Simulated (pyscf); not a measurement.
## Routes from H₃C–Al(CH₃)–NH₂ + H₂C=CH₂

Candidate steps break at most two bonds and form at most two. Each was searched with GFN2-xTB (tblite) first. Optimised with ωB97X-D3(BJ)/def2-SVP in PySCF. Energies: ωB97M-D3(BJ)/def2-TZVP, kcal/mol, from the separated reactants, singlet surface; ΔG‡ with ideal gas, 1 atm, RRHO with modes under 100 cm⁻¹ raised to 100, one conformer, R ln 2 for chiral ones without a mode under 150 cm⁻¹.

```tsv
products	type	ΔE‡	ΔE	ΔG‡ 298 K	ΔG‡ 900 K	ν‡ (cm⁻¹)
H₃C–Al(CH₃)–CH₂–CH₂–NH₂	addition across a multiple bond or ene-type step	11.4	-9.1	23.9	47.6	414i
H₃C–CH₂–CH₂–Al(CH₃)–NH₂	addition across a multiple bond or ene-type step	23.9	-21.7	36.9	61.1	512i
```

Row 1: On the reactant side the descent ends in a complex, 7.6 kcal/mol under the separated species and 16.3 kcal/mol under the saddle at ωB97X-D3(BJ)/def2-TZVP. Row 2: On the reactant side the descent ends in a complex, 8.0 kcal/mol under the separated species and 29.3 kcal/mol under the saddle at ωB97X-D3(BJ)/def2-TZVP. 

Plain bond fissions and candidates not yet searched are not listed, and one of them may be faster. Each barrier is that of the saddle found; lower ones may exist.
